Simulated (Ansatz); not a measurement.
Geometry optimisation, RKS B3LYP-D4/STO-3G (Ansatz 0.2.0).

Input:

```yaml
crystal:
  periodic: [false, false, false]
  atoms:
    - { symbol: Si, position_ang: [0.0, 0.0, 0.0] }
    - { symbol: C, position_ang: [0.0, 0.0, 1.87] }
    - { symbol: H, position_ang: [-0.9996, -0.3092, 2.2405] }
    - { symbol: H, position_ang: [0.7676, -0.7111, 2.2405] }
    - { symbol: H, position_ang: [0.232, 1.0203, 2.2405] }
    - { symbol: H, position_ang: [1.3768, 0.0, -0.4862] }
    - { symbol: H, position_ang: [-0.6877, 1.1914, -0.4862] }
    - { symbol: F, position_ang: [-0.7489, -1.2974, -0.5295] }
basis:
  gaussian: { orbitals: STO-3G }
hamiltonian:
  xc: b3lyp
  dispersion: d4
relax:
  f_tol: 0.02
  max_steps: 40
```

Command:

```bash
$ ansatz run input.yaml --threads 1 --pin off --max-ram 2048MiB --backend cpu --events-out ev --progress --plain --runs-dir out
```

Task: Where does it end, and by what steps?

Result: It converged. Limits of this set-up: minimal basis. After 7 steps the energy has fallen by 0.097 eV; H3 moved furthest, 0.21 Å.

```tsv
step	energy less start (eV)	largest force component (eV/Å)	accepted
0	0.0000	1.818	yes
1	-0.0714	1.003	yes
2	-0.0914	0.186	yes
3	-0.0935	0.387	yes
4	-0.0958	0.151	yes
5	-0.0968	0.022	yes
6	-0.0970	0.047	yes
7	-0.0971	0.011	yes
```

```xyz
8
Properties=species:S:1:pos:R:3
Si -0.002 0.004 -0.009
C 0.001 0.000 1.870
H -1.013 -0.103 2.276
H 0.607 -0.822 2.272
H 0.419 0.939 2.254
H 1.357 0.153 -0.497
H -0.791 1.123 -0.491
F -0.637 -1.400 -0.585
```

Whether the end is a true minimum wasn't checked by a vibrational analysis.

Time of the run: 11 s on 1 thread of Arm Neoverse V1, on a shared host, peak memory 0.11 GiB.
